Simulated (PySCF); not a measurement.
**Potential energy of AlH along the bond**

Set-up: Al def2-TZVPPD, H def2-TZVPPD; no relativity (PySCF 2.14). Energies in eV from Al + H in their ground configurations at the same level. State: ¹Σ⁺ (singlet), closed shell.

All columns are PBE0. A positive dipole means Al(−)H(+).

```
R (Å)  E (eV)  μ (D)  Mulliken charge on Al (basis-dependent)  HOMO (eV)  LUMO (eV)  Mayer bond order  ⟨S²⟩
1.432  -2.634   0.75                                     0.17      -5.66      -1.73              0.88  0.00
1.498  -2.829   0.52                                     0.17      -5.71      -1.74              0.90  0.00
1.565  -2.941   0.27                                     0.18      -5.76      -1.76              0.90  0.00
1.615  -2.983   0.08                                     0.18      -5.80      -1.78              0.91  0.00
1.665  -2.996  -0.12                                     0.19      -5.83      -1.80              0.91  0.00
1.715  -2.984  -0.32                                     0.20      -5.86      -1.82              0.92  0.00
1.782  -2.939  -0.59                                     0.21      -5.89      -1.85              0.92  0.00
1.865  -2.845  -0.93                                     0.22      -5.91      -1.89              0.92  0.00
1.965  -2.695  -1.35                                     0.23      -5.92      -1.94              0.93  0.00
2.098  -2.454  -1.90                                     0.24      -5.89      -2.02              0.93  0.00
```

A fit through these points gives, at Re = 1.664 Å, μ = -0.11 D and dμ/dR = -3.96 D/Å; the reduced mass is 0.9715 u.

How strong is the fundamental in the double-harmonic approximation, I = 42.26·(dμ/dR)²/μred km/mol?

I = 42.26·(-3.96)²/0.9715 = 682 km/mol at PBE0.
